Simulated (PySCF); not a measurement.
Process, species as SMILES: P#P (P2) + 3 [H][H] (H2) → 2 P (PH3)
B3LYP-D3(BJ)/def2-TZVP geometries, fixed; electronic energies without zero-point terms.
Largest species:
```xyz
4

P      0.0029     0.0016     0.1282
H     -0.0038     1.1839    -0.6561
H      1.0120    -0.6137    -0.6568
H     -1.0521    -0.5944    -0.6098
```

Effect of the atomic grid (radial, angular points) at PBE0/aug-cc-pV(T+d)Z with PySCF, against the last row, where the energy of full hydrogenation is -50.30 kcal/mol. Cost is core time over that of atom_grid: 75, 302, unpruned, rough, on shared machines of one kind; a dash marks a row that isn't timed (too short, read off another run, short of memory, by another algorithm or on other hardware).

```
setting                        grid points, largest species  largest shift of a total energy (mEh)  shift of the energy of full hydrogenation (kcal/mol)  cost
-----------------------------  ----------------------------  -------------------------------------  ----------------------------------------------------  ----
atom_grid: 30, 110, unpruned                          13200                                 -0.062                                                 0.028     -
atom_grid: 50, 194, unpruned                          38800                                 -0.005                                                 0.005  0.5×
atom_grid: 75, 302, unpruned                          90600                                 -0.002                                                 0.001    1×
atom_grid: 99, 590, unpruned                         233640                                  0.000                                                 0.000    2×
atom_grid: 150, 974, unpruned                        584400                                  0.000                                                 0.000    5×
```

Within 0.02 kcal/mol in the energy of full hydrogenation: atom_grid: 50, 194, unpruned; atom_grid: 75, 302, unpruned; atom_grid: 99, 590, unpruned. The largest shift is 0.062 mEh in a total energy and 0.028 kcal/mol in the difference.
